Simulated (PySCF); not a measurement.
Species, as SMILES: FOF.
Geometry (B3LYP-D3(BJ)/def2-TZVP, fixed):
```xyz
3

F      0.0392     1.1006    -0.2795
O     -0.0196     0.0082     0.5973
F     -0.0218    -1.1078    -0.2514
```

How fast the isotropic shielding of O2 converges with the basis for several methods (PySCF): deviation from each method's own reference, in ppm. References: HF -448.06 ppm, the value in pcseg-3; PBE -619.42 ppm, the value in pcseg-3; PBE0 -556.43 ppm, the value in pcseg-3. All functions are spherical. No added dispersion term, no relativity. GIAO; atoms are numbered in the order shown.

| basis | functions | HF | PBE | PBE0 |
|---|---|---|---|---|
| 6-311+G** | 66 | 20.40 | 5.52 | 10.59 |
| def2-SVPD | 69 | 59.41 | 74.12 | 68.07 |
| 6-311++G(2d,2p) | 81 | 13.58 | 11.38 | 12.07 |
| def2-TZVPP | 93 | 21.95 | 25.46 | 24.24 |
| cc-pCVTZ | 129 | 36.76 | 28.34 | 30.15 |
| aug-cc-pVTZ | 138 | 27.61 | 33.02 | 31.13 |
| def2-QZVPP | 171 | 12.71 | 11.86 | 11.83 |
| pcseg-3 | 180 | 0.00 | 0.00 | 0.00 |

Mean absolute deviation over 6-311+G**, 6-311++G(2d,2p), def2-TZVPP, cc-pCVTZ, aug-cc-pVTZ: PBE 20.74, PBE0 21.64, HF 24.06 ppm.
